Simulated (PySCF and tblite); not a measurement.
Values are calculated unless marked as measured or tabulated.
System: C₄H₁₀S₂, numbered as in [CH3:1][S:2][S:3][CH:4]([CH3:5])[CH3:6].

For the rotation about the S2–S3 bond (torsion C1–S2–S3–C4 from 100° to 260°, rising): electronic barrier 7.15 kcal/mol, zero-point change -0.07 kcal/mol, thermal and entropy terms at 400 K a further 0.71 kcal/mol (symmetry numbers apart). The minimum is C1, the saddle Cs. Geometries: GFN2-xTB; energies: PBE0/pcSseg-1 + D3(BJ); zero-point and thermal terms from GFN2-xTB harmonic modes (soft modes blended into free rotors). Rates follow Eyring's equation with the number of equivalent paths and no tunnelling. (PySCF 2.14 with density fitting, tblite 0.8.)

How many equivalent paths lead out of the minimum?

1: the symmetry number of the minimum is 1, that of the saddle displaced along its mode 1.

Work out the rate at 400 K.

ΔG‡ = 7.79 kcal/mol; k_B T/h = 8.3×10¹² s⁻¹; exp(−ΔG‡/RT) = 5.5×10⁻⁵; times 1 gives k = 4.6×10⁸ s⁻¹. Wigner's tunnelling factor for the 55i cm⁻¹ mode would be 1.00.
